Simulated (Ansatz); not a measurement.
Geometry optimisation, UKS B3LYP-D4/def2-SVP in Ansatz.

Input file:

```yaml
crystal:
  periodic: [false, false, false]
  atoms:
    - { symbol: Si, position_ang: [0.000401, 0.0, -0.301844] }
    - { symbol: H, position_ang: [-0.003037, 0.0, 2.356976] }
    - { symbol: H, position_ang: [1.429537, 0.0, -0.718724] }
    - { symbol: H, position_ang: [-0.713971, 1.237544, -0.719506] }
    - { symbol: H, position_ang: [-0.713971, -1.237544, -0.719506] }
    - { symbol: F, position_ang: [0.00244, 0.0, 3.284004] }
magnetization:
  spin_polarized: true
  initial_magnetization: 1
basis:
  gaussian: { orbitals: def2-SVP }
hamiltonian:
  xc: b3lyp
  dispersion: d4
relax:
  f_tol: 0.03
  max_steps: 50
output:
  orbitals: {}
```

Command:

```bash
$ ansatz run input.yaml --threads 1 --pin off --max-ram 2048MiB --backend cpu --events-out ev --progress --plain --runs-dir out
```

Q: Where does it end, and by what steps?

A: The forces met the threshold. After 3 steps the energy has fallen by 0.002 eV; H2 moved furthest, 0.07 Å.

| step | energy less start (eV) | largest force component (eV/Å) | accepted |
| --- | --- | --- | --- |
| 0 | 0.0000 | 0.234 | yes |
| 1 | -0.0002 | 0.234 | yes |
| 2 | -0.0018 | 0.191 | yes |
| 3 | -0.0022 | 0.013 | yes |

```xyz
6
Properties=species:S:1:pos:R:3
Si 0.000 0.000 -0.267
H -0.006 0.000 2.282
H 1.431 0.000 -0.682
H -0.714 1.238 -0.683
H -0.714 -1.238 -0.683
F 0.005 0.000 3.215
```

Whether the end is a true minimum wasn't checked by a vibrational analysis.

The run took 7.8 s on 1 thread of Arm Neoverse V1 (shared host), peak memory 0.12 GiB.
